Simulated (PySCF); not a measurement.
# C2HNO (Cyanoformaldehyde): the cost of one run

Computed with PySCF 2.14.0 and routines of our own; the level stands in each step. Atoms count from 0.

## 1. The starting structure

5 atoms, charge 0, multiplicity 1; geometry from: GFN2-xTB.

## 2. Relaxing the molecule at BHandHLYP/def2-TZVP

Job settings and geometry (Å):

```
{"job": {"xc": "BHandHLYP", "basis": "def2-TZVP", "grid": 1, "kind": "geom"}, "charge": 0, "multiplicity": 1}
N      1.906751    -0.228252     0.569803
C      0.819149    -0.068477     0.251820
C     -0.557180     0.080282    -0.167948
O     -1.195267     1.089680    -0.104060
H     -0.964831    -0.870381    -0.566801
```

Launch:

```bash
$ OMP_NUM_THREADS=1 python excited_run.py task.json out
```

This one command runs all jobs of the session in turn.

Q: Estimate the wall time and peak memory of this first job on 1 thread of Arm Neoverse V1, shared host.

About 23 s, with a peak of 0.52 GiB.
